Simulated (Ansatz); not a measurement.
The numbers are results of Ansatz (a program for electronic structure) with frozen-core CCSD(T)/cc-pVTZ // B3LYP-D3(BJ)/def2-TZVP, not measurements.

Ansatz 0.2 input:
```yaml
crystal:
  periodic: [false, false, false]
  atoms:
    - { symbol: C, position_ang: [0.000002, -0.000001, 0.000099] }
    - { symbol: H, position_ang: [1.066552, -0.163536, 0.0005] }
    - { symbol: H, position_ang: [-0.674905, -0.841883, 0.003055] }
    - { symbol: H, position_ang: [-0.39165, 1.00542, -0.003655] }
basis:
  gaussian: { orbitals: cc-pVTZ }
correlation:
  method: ccsd_t
magnetization:
  spin_polarized: true
  initial_magnetization: 1
```

Output:

```
Functional definition: HF
394 factors; integrals over basis functions are off by at most 1.0e-3 eV
mean field evaluation 1: about -1076.2611 eV, gradient 1.1e1 eV
mean field evaluation 2: about -1076.2605 eV, gradient 1.1e1 eV
mean field evaluation 4: about -1076.9464 eV, gradient 1.1e0 eV
mean field evaluation 8: about -1076.9579 eV, gradient 3.9e-4 eV
mean field evaluation 16: about -1076.9589 eV, gradient 1.2e-1 eV
mean field -1076.95791948 eV, -39.5774735525 hartree, gradient 7.3e-7 eV, S^2 0.761712; 0 other end points of the search recorded, 0 dependent functions left out
1 core orbitals not correlated
reference -1076.95791948 eV, -39.5774735525 hartree; 4, 3 occupied and 67, 68 virtual orbitals, 394 factors
second order -4.30408764 eV of doubles, -0.00000000 eV of singles
cycle   1  -4.71419173 eV  change   -4.1e-1 eV  update   3.9e-2
cycle   2  -4.85131220 eV  change   -1.4e-1 eV  update   1.4e-2
cycle   3  -4.86411008 eV  change   -1.3e-2 eV  update   4.6e-3
cycle   4  -4.86459144 eV  change   -4.8e-4 eV  update   1.8e-3
cycle   5  -4.86482127 eV  change   -2.3e-4 eV  update   5.5e-4
cycle   6  -4.86490319 eV  change   -8.2e-5 eV  update   1.3e-4
cycle   7  -4.86491974 eV  change   -1.7e-5 eV  update   3.8e-5
cycle   8  -4.86491964 eV  change    1.0e-7 eV  update   1.1e-5
cycle   9  -4.86491820 eV  change    1.4e-6 eV  update   2.6e-6
perturbative correction -0.12845170 eV, -0.0047205128 hartree
Total energy: -1081.95128937 eV, -39.7609765114 hartree
```

Cost: around 4 core-seconds (rough).
